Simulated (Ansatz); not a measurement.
The same path of H6OSi2 (9 atoms, charge 0, multiplicity 1) was run twice with different band settings. The coordinate that changes most is the dihedral Si1–O2–Si3–H9.

Method: RKS PBE0-D4/def2-SVP in Ansatz.

Relaxed end points:

```xyz
9
Properties=species:S:1:pos:R:3
Si -0.709 1.062 -0.933
O 0.451 0.100 -0.244
Si 0.798 -1.055 0.891
H -1.788 0.221 -1.536
H -0.069 1.886 -1.995
H -1.317 1.959 0.097
H 2.250 -1.375 0.811
H 0.000 -2.293 0.631
H 0.472 -0.552 2.260
```

```xyz
9
Properties=species:S:1:pos:R:3
Si -0.541 1.247 -0.815
O 0.139 -0.213 -0.434
Si 0.580 -1.290 0.744
H -1.951 1.306 -0.325
H -0.522 1.404 -2.296
H 0.234 2.360 -0.187
H 1.576 -0.668 1.670
H 1.188 -2.481 0.089
H -0.615 -1.712 1.536
```

Common settings: spring 5.0 eV/Å²; optimiser quadratic models (default); start path IDPP; force threshold 0.05 eV/Å; iteration limit 60; end points relaxed.

| run | movable images | climbing image |
| --- | --- | --- |
| 1 | 7 | yes |
| 2 | 1 | no |

(1) What does each run give, and how far can it be trusted?

Results:

(1) Run 1: converged after 4 iterations, highest image 0.013 eV above the first end. A vibrational analysis at the climbing image gives one clearly imaginary mode, 74i cm⁻¹: a first-order saddle point.
Run 2: converged after 4 iterations, highest image 0.013 eV above the first end. No image climbed, so the highest image needn't sit at the top of the path. So few images can step over the top or miss a turn of the path.
